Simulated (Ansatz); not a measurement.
Cartesian coordinates (Å):
SMILES: C#C
```xyz
4

C     -0.5961     0.0073     0.0585
C      0.5962    -0.0073    -0.0459
H     -1.6567     0.0202     0.1514
H      1.6567    -0.0202    -0.1389
```
Charge 0, spin multiplicity 1.

Computed with frozen-core CCSD(T)/cc-pVTZ // PBE0-D4/def2-TZVP in Ansatz (a quantum-chemistry and plane-wave program).

```
Property                      Result
----------------------  ------------
HF energy               -76.84982 Ha
MP2 correlation energy   -0.30897 Ha
```

Problem. Estimate the CCSD correlation energy, the (T) correction, the total energy and the T1 diagnostic.

Solution. 
The CCSD correlation energy comes out as -0.32127 Ha, the (T) correction is -0.01624 Ha and the CCSD(T) total energy is -77.18734 Ha. The T1 diagnostic comes out as 0.013.
